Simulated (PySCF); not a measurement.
How exact exchange moves a shielding

Molecule: `CC(Cl)(Cl)Cl`, C2H3Cl3.

Mapped SMILES: `[CH3:1][C:2]([Cl:3])([Cl:4])[Cl:5]`. Each H is labelled by its parent atom.

GIAO shieldings (ppm, equivalent atoms averaged) in PySCF 2.14 on the PBE0-D3(BJ)/def2-SVP geometry, basis pcSseg-2, gas phase, non-relativistic:

```csv
functional,exact exchange (%),σ(C2),σ(C1),σ(Cl3/Cl4/Cl5)
BLYP,0,39.5,123.9,393.5
BP86,0,46.4,128.5,410.5
PBE,0,47.2,128.9,416.8
B3LYP,20,50.7,129.9,433.6
PBE0,25,60.4,135.8,465.7
BHandHLYP,50,66.0,137.1,485.6
HF,100,89.8,147.9,568.6
```

Q: Fit each shielding as a line in the percentage of exact exchange.

A: σ(C2) = 44.5 + 0.45 x (rms 3.1 ppm); σ(C1) = 127.4 + 0.21 x (rms 2.0 ppm); σ(Cl3/Cl4/Cl5) = 408.6 + 1.61 x (rms 9.6 ppm). The functionals also differ in their semilocal parts, which the line can't hold; Hartree–Fock has no correlation at all.

Q: What does the line predict for mPW1PW91 (25 %), and what does the run give?

A: σ(C2): 55.8 predicted, 59.3 computed; σ(C1): 132.7 predicted, 135.3 computed; σ(Cl3/Cl4/Cl5): 448.9 predicted, 463.5 computed ppm.
